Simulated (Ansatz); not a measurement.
# CH₂ClSi−: functionals against CCSD(T) at one geometry

How do the functionals fare away from a minimum? The structure is a structure displaced at random from a GFN2-xTB minimum.

The runs use Ansatz 0.2.0, Gaussian basis; single points in def2-TZVPPD.

Cores are frozen in the correlated methods.

## Step 1: The system as given

SMILES `C=[Si-]Cl`, 5 atoms, charge -1, spin multiplicity 1.

Atoms are counted from 1 here; the program's logs count them from 0.

Bond lengths: C1–Si2 1.768 Å, C1–H4 1.258 Å, C1–H5 1.269 Å. Angles: Si2–C1–H4 126.3°, Si2–C1–H5 127.2°, H4–C1–H5 105.4°.

Coordinates:

| atom | x (Å) | y (Å) | z (Å) |
| --- | --- | --- | --- |
| C1 | -0.4836 | 0.5684 | -0.2891 |
| Si2 | -0.2275 | -0.3140 | 1.2215 |
| Cl3 | 1.6321 | -2.0475 | 0.6927 |
| H4 | -1.2158 | 1.5790 | -0.4464 |
| H5 | 0.1960 | 0.4759 | -1.3572 |

## Step 2: CCSD(T)/def2-TZVPPD

run/in.yaml

```yaml
crystal:
  periodic: [false, false, false]
  atoms:
    - {symbol: C, position_ang: [-0.483600, 0.568400, -0.289100]}
    - {symbol: Si, position_ang: [-0.227500, -0.314000, 1.221500]}
    - {symbol: Cl, position_ang: [1.632100, -2.047500, 0.692700]}
    - {symbol: H, position_ang: [-1.215800, 1.579000, -0.446400]}
    - {symbol: H, position_ang: [0.196000, 0.475900, -1.357200]}
basis:
  gaussian: {orbitals: "def2-TZVPPD.json"}
total_charge: -1
correlation: {method: ccsd_t}
output: {forces: true}
```

The basis file named in the input lies beside it (Basis Set Exchange, JSON).

The command line of these runs was not kept.

## Step 3: PBE0-D4/def2-TZVPPD

Edit run/in.yaml of step 2 so:

```diff
@@ -11,3 +11,3 @@
 total_charge: -1
-correlation: {method: ccsd_t}
-output: {forces: true}
+hamiltonian: {xc: pbe0, dispersion: d4}
+output: {forces: true, orbitals: {seedname: orbitals}}
```

## Step 4: wB97M-V/def2-TZVPPD

Edit run/in.yaml of step 3 so:

```diff
@@ -11,3 +11,3 @@
 total_charge: -1
-hamiltonian: {xc: pbe0, dispersion: d4}
-output: {forces: true, orbitals: {seedname: orbitals}}
+hamiltonian: {xc: {name: wB97M-V}}
+output: {forces: true}
```

## Step 5: r2SCAN-D4/def2-TZVPPD

Edit run/in.yaml of step 4 so:

```diff
@@ -11,3 +11,3 @@
 total_charge: -1
-hamiltonian: {xc: {name: wB97M-V}}
+hamiltonian: {xc: r2scan, dispersion: d4}
 output: {forces: true}
```

## Step 6: PBE-D4/def2-TZVPPD

Edit run/in.yaml of step 5 so:

```diff
@@ -11,3 +11,3 @@
 total_charge: -1
-hamiltonian: {xc: r2scan, dispersion: d4}
+hamiltonian: {xc: pbe, dispersion: d4}
 output: {forces: true}
```

## Step 7: LC-wPBE/def2-TZVPPD

Edit run/in.yaml of step 6 so:

```diff
@@ -11,3 +11,3 @@
 total_charge: -1
-hamiltonian: {xc: pbe, dispersion: d4}
+hamiltonian: {xc: {name: LC-wPBE}}
 output: {forces: true}
```

## Step 8: r2SCAN0-D4/def2-TZVPPD

Edit run/in.yaml of step 7 so:

```diff
@@ -11,3 +11,3 @@
 total_charge: -1
-hamiltonian: {xc: {name: LC-wPBE}}
+hamiltonian: {xc: {name: r2SCAN0}, dispersion: d4}
 output: {forces: true}
```

(Steps that only read results are left out.)

Before running it: what results should come out? Wanted: RMS force component; RMS force error; HOMO and LUMO, PBE0-D4; T1 diagnostic.

The runs gave:

| quantity | value |
| --- | --- |
| RMS force component | 1.583 to 1.739 eV/Å over the methods |
| RMS force error | PBE0-D4 0.164, wB97M-V 0.231, r2SCAN-D4 0.137, PBE-D4 0.128, LC-wPBE 0.337, r2SCAN0-D4 0.221 eV/Å |
| HOMO and LUMO, PBE0-D4 | -1.51 and 3.46 eV |
| T1 diagnostic | 0.015 |

For forces PBE-D4 does best and LC-wPBE worst. Frozen-core CCSD(T) forces in triple zeta carry basis errors of their own, and this is one geometry, so small gaps rank nothing. The restricted Hartree–Fock reference is unstable towards an unrestricted one at one or more of these structures.
